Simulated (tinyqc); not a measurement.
Inside a calculation. Method: ROHF in the sto-3g basis, for BH2, spin multiplicity 2. One step of it, computed by the program tinyqc.

Task: Iteration 2: Roothaan effective Fock matrix. With projectors Pc = D(beta) S, Po = (D(alpha) - D(beta)) S, Pv = 1 - D(alpha) S, the block xy is Px^T F Py; with Fc = (F(alpha) + F(beta))/2, the blocks are Fc for cc, oo, vv and cv, F(beta) for co and F(alpha) for ov.

F(alpha) (hartree), order 1B 1s, 1B 2s, 1B 2px, 1B 2py, 1B 2pz, 2H 1s, 3H 1s:
$$\begin{pmatrix}
-7.656780 & -2.213193 & 0.000000 & 0.000000 & 0.014217 & -0.257483 & -0.257483 \\
-2.213193 & -1.192574 & 0.000000 & 0.000000 & -0.003708 & -0.339793 & -0.339793 \\
0.000000 & 0.000000 & 0.093115 & 0.000000 & 0.000000 & 0.000000 & 0.000000 \\
0.000000 & 0.000000 & 0.000000 & -0.134990 & 0.000000 & -0.284058 & 0.284058 \\
0.014217 & -0.003708 & 0.000000 & 0.000000 & 0.058445 & -0.113820 & -0.113820 \\
-0.257483 & -0.339793 & 0.000000 & -0.284058 & -0.113820 & -0.280056 & -0.047724 \\
-0.257483 & -0.339793 & 0.000000 & 0.284058 & -0.113820 & -0.047724 & -0.280056
\end{pmatrix}$$

F(beta) (hartree), order 1B 1s, 1B 2s, 1B 2px, 1B 2py, 1B 2pz, 2H 1s, 3H 1s:
$$\begin{pmatrix}
-7.610778 & -2.222240 & 0.000000 & 0.000000 & 0.015859 & -0.255384 & -0.255384 \\
-2.222240 & -0.989590 & 0.000000 & 0.000000 & -0.045677 & -0.369483 & -0.369483 \\
0.000000 & 0.000000 & 0.160959 & 0.000000 & 0.000000 & 0.000000 & 0.000000 \\
0.000000 & 0.000000 & 0.000000 & -0.095036 & 0.000000 & -0.272970 & 0.272970 \\
0.015859 & -0.045677 & 0.000000 & 0.000000 & 0.127169 & -0.100191 & -0.100191 \\
-0.255384 & -0.369483 & 0.000000 & -0.272970 & -0.100191 & -0.128060 & -0.031405 \\
-0.255384 & -0.369483 & 0.000000 & 0.272970 & -0.100191 & -0.031405 & -0.128060
\end{pmatrix}$$

D(alpha) after iteration 1, order 1B 1s, 1B 2s, 1B 2px, 1B 2py, 1B 2pz, 2H 1s, 3H 1s:
$$\begin{pmatrix}
1.086703 & -0.339502 & 0.000000 & 0.000000 & -0.034628 & 0.077176 & 0.077176 \\
-0.339502 & 1.354134 & 0.000000 & 0.000000 & 0.105126 & -0.416434 & -0.416434 \\
0.000000 & 0.000000 & 0.000000 & 0.000000 & 0.000000 & 0.000000 & 0.000000 \\
0.000000 & 0.000000 & 0.000000 & 0.164570 & 0.000000 & 0.216049 & -0.216049 \\
-0.034628 & 0.105126 & 0.000000 & 0.000000 & 0.018719 & 0.037509 & 0.037509 \\
0.077176 & -0.416434 & 0.000000 & 0.216049 & 0.037509 & 0.874449 & 0.307186 \\
0.077176 & -0.416434 & 0.000000 & -0.216049 & 0.037509 & 0.307186 & 0.874449
\end{pmatrix}$$

D(beta) after iteration 1, order 1B 1s, 1B 2s, 1B 2px, 1B 2py, 1B 2pz, 2H 1s, 3H 1s:
$$\begin{pmatrix}
1.018822 & -0.074509 & 0.000000 & 0.000000 & -0.027008 & -0.090315 & -0.090315 \\
-0.074509 & 0.319660 & 0.000000 & 0.000000 & 0.075377 & 0.237413 & 0.237413 \\
0.000000 & 0.000000 & 0.000000 & 0.000000 & 0.000000 & 0.000000 & 0.000000 \\
0.000000 & 0.000000 & 0.000000 & 0.164570 & 0.000000 & 0.216049 & -0.216049 \\
-0.027008 & 0.075377 & 0.000000 & 0.000000 & 0.017863 & 0.056312 & 0.056312 \\
-0.090315 & 0.237413 & 0.000000 & 0.216049 & 0.056312 & 0.461181 & -0.106082 \\
-0.090315 & 0.237413 & 0.000000 & -0.216049 & 0.056312 & -0.106082 & 0.461181
\end{pmatrix}$$

overlap S, order 1B 1s, 1B 2s, 1B 2px, 1B 2py, 1B 2pz, 2H 1s, 3H 1s:
$$\begin{pmatrix}
1.000000 & 0.269328 & 0.000000 & 0.000000 & 0.000000 & 0.030345 & 0.030345 \\
0.269328 & 1.000000 & 0.000000 & 0.000000 & 0.000000 & 0.312965 & 0.312965 \\
0.000000 & 0.000000 & 1.000000 & 0.000000 & 0.000000 & 0.000000 & 0.000000 \\
0.000000 & 0.000000 & 0.000000 & 1.000000 & 0.000000 & 0.327920 & -0.327920 \\
0.000000 & 0.000000 & 0.000000 & 0.000000 & 1.000000 & 0.146131 & 0.146131 \\
0.030345 & 0.312965 & 0.000000 & 0.327920 & 0.146131 & 1.000000 & 0.026834 \\
0.030345 & 0.312965 & 0.000000 & -0.327920 & 0.146131 & 0.026834 & 1.000000
\end{pmatrix}$$

Give: effective F.

Result:

effective F (hartree), order 1B 1s, 1B 2s, 1B 2px, 1B 2py, 1B 2pz, 2H 1s, 3H 1s:
$$\begin{pmatrix}
-7.633 & -2.221 & 0.000 & 0.000 & 0.016 & -0.254 & -0.254 \\
-2.221 & -1.085 & 0.000 & 0.000 & -0.026 & -0.353 & -0.353 \\
0.000 & 0.000 & 0.127 & 0.000 & 0.000 & 0.000 & 0.000 \\
0.000 & 0.000 & 0.000 & -0.115 & 0.000 & -0.279 & 0.279 \\
0.016 & -0.026 & 0.000 & 0.000 & 0.093 & -0.108 & -0.108 \\
-0.254 & -0.353 & 0.000 & -0.279 & -0.108 & -0.208 & -0.044 \\
-0.254 & -0.353 & 0.000 & 0.279 & -0.108 & -0.044 & -0.208
\end{pmatrix}$$
